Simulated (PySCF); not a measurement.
Cl₄Si.

```xyz
5

Cl     1.1716    -1.1716     1.1716
Si     0.0000     0.0000     0.0000
Cl    -1.1716    -1.1716    -1.1716
Cl    -1.1716     1.1716     1.1716
Cl     1.1716     1.1716    -1.1716
```
Charge 0, spin multiplicity 1.

Geometry: ωB97X-D3(BJ)/def2-SVP. The isomer is the one that the SMILES or the coordinates give; other isomers of the formula were not compared.

Method: PBE/pcSseg-1 (PySCF). Non-relativistic, no solvent.

Give the absolute GIAO shielding of each atom: isotropic value and principal components (ppm). (An estimate is asked for; the answer gives what the named calculation found.)


```tsv
atom	σ(iso)	σ11	σ22	σ33	span
Cl1	711.1	602.2	602.2	929.1	327.0
Si2	318.9	318.9	318.9	318.9	0.0
Cl3	711.1	602.2	602.2	929.1	327.0
Cl4	711.1	602.2	602.2	929.1	327.0
Cl5	711.1	602.2	602.2	929.1	327.0
```
